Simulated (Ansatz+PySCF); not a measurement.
The numbers below are computed, except where a source is named.
Input for PySCF 2.14.0:

```python
from pyscf import gto, scf

mol = gto.M(atom="""
B -0.007140 0.002390 -1.329810
C 0.007130 -0.006610 0.180350
O -0.008570 0.002900 1.310330
H 0.005170 -1.174690 -1.637970
H -1.025820 0.595910 -1.651560
H 1.027020 0.584440 -1.650380
""", basis='def2-svp', charge=0, spin=0)
mf = scf.RHF(mol)
mf.init_guess = 'atom'
mf.kernel()
while True:  # follow internal instabilities
    mo, _, stable, _ = mf.stability(return_status=True)
    if stable: break
    mf.kernel(mf.make_rdm1(mo, mf.mo_occ))
print(mf.converged, mf.e_tot, mf.spin_square()[0])
```

The script is written out from the run's settings.

Results

```
Converged                       : yes
Total energy                    : -139.02790 hartree
Spin squared of the determinant : 0.000
```
